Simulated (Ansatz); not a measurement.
Consider the isomerisation: `CS/C=C(/N)O` → `CN1CSC1O`.

Gas-phase electronic energies from Ansatz, PBE0-D4/def2-TZVP geometries. CCSD(T)/CBS adds triple-zeta CCSD(T) − MP2 to the extrapolated MP2 energy (def2 sets, frozen cores). Functionals use def2-TZVPP. B3LYP here is the variant with VWN-RPA as its local correlation; programs differ in this. One conformer a species, not always the lowest.

`CS/C=C(/N)O`:

```xyz
13

C     2.316    0.079   -0.518
S     1.325   -0.688    0.790
C    -0.121    0.272    0.818
C    -1.214   -0.163    0.145
N    -2.404    0.499    0.058
O    -1.226   -1.300   -0.556
H     2.582    1.099   -0.242
H     1.776    0.080   -1.465
H     3.228   -0.513   -0.620
H    -0.161    1.184    1.400
H    -3.205   -0.081   -0.132
H    -2.557    1.224    0.737
H    -0.340   -1.692   -0.415
```

`CN1CSC1O`:

```xyz
13

C     0.869    1.165   -0.354
N    -0.231    0.276   -0.078
C    -0.692   -0.595   -1.146
S    -1.074   -1.935    0.026
C    -0.051   -0.709    0.964
O    -0.468   -0.327    2.212
H     0.568    1.906   -1.098
H     1.762    0.639   -0.731
H     1.138    1.697    0.560
H     0.101   -0.892   -1.845
H    -1.550   -0.212   -1.703
H     0.978   -1.069    1.087
H    -1.349    0.055    2.106
```

| level | ΔE (kJ/mol) | difference from CCSD(T)/CBS |
| --- | --- | --- |
| PBE-D4 | 77.4 | 10.0 |
| r2SCAN-D4 | 85.2 | 17.8 |
| B3LYP-D4 | 83.3 | 15.9 |
| B2PLYP | 79.3 | 11.9 |
| PBE | 79.5 | 12.1 |
| r2SCAN | 85.5 | 18.1 |
| PBE0 | 74.6 | 7.2 |
| B3LYP | 86.8 | 19.4 |
| HF/def2-TZVPP | 80.1 | 12.7 |
| MP2/def2-TZVPP | 66.4 | -1.0 |
| SCS-MP2/def2-TZVPP | 62.5 | -4.9 |
| CCSD/def2-TZVPP | 62.5 | -4.9 |
| CCSD(T)/def2-TZVPP | 62.7 | -4.7 |
| MP2/def2-QZVPP | 69.2 | 1.8 |
| SCS-MP2/def2-QZVPP | 65.3 | -2.1 |
| HF/CBS(def2) | 80.3 | 12.9 |
| CCSD(T)/CBS | 67.4 | 0 |

Largest T1 diagnostic among the species: 0.012.

From PBE to PBE0 (25 % exact exchange), in def2-TZVPP and without D4, ΔE moves by −4.9 kJ/mol. In def2-TZVPP, CCSD(T) changes the Hartree–Fock value by −17.4 kJ/mol (the triples alone add +0.2 kJ/mol) and MP2 by −13.7 kJ/mol.
